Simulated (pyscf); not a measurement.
PySCF, gas phase, ωB97X-D3(BJ)/def2-SVP geometries.

Task: For the elementary gas-phase step •H₂Si–Cl + H₂O → HO–SiH•–Cl + H₂ (doublet surface; H–Si, H–O broken, O–Si, H–H formed), what barrier and reaction energy does ωB97M-D3(BJ)/def2-TZVP give, measured from the separated reactants?

Result: ΔE‡ = 105.7 kJ/mol, ΔE = -80.8 kJ/mol. Zero-point energy shifts the barrier by -5.8 kJ/mol. It is a four-centre exchange, with an imaginary mode of 1420i cm⁻¹. The same reactants have a lower exit, to HO–SiH₂• + HCl (barrier +54.6 kJ/mol at ωB97M-D3(BJ)/def2-TZVP, against +105.7 kJ/mol here). One saddle was located; it need not be the lowest between these sides.
